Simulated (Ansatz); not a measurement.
## How the lattice parameter a of Mg (model structure, started from the simple cubic type, Pm-3m, No. 221, 1 atom in the cell) moves with the method

No measured value is used here.

```csv
level (code),value (Å)
PBE (Ansatz),3.022
PBEsol (Ansatz),2.997
PBE-D3(BJ) (Ansatz),2.960
r²SCAN (Ansatz),___
```

### Question
Fill in the missing entries.

### Answer

- r²SCAN (Ansatz, a program for electronic structure), value (Å): 2.995

Ansatz's density-functional and Hartree–Fock values are scalar-relativistic unless marked +SOC, with PAW data made under PBE.

A model structure was made by putting elements into a prototype or built by hand; it is no filed structure, need not be a known phase, and can be a saddle point held by its symmetry.
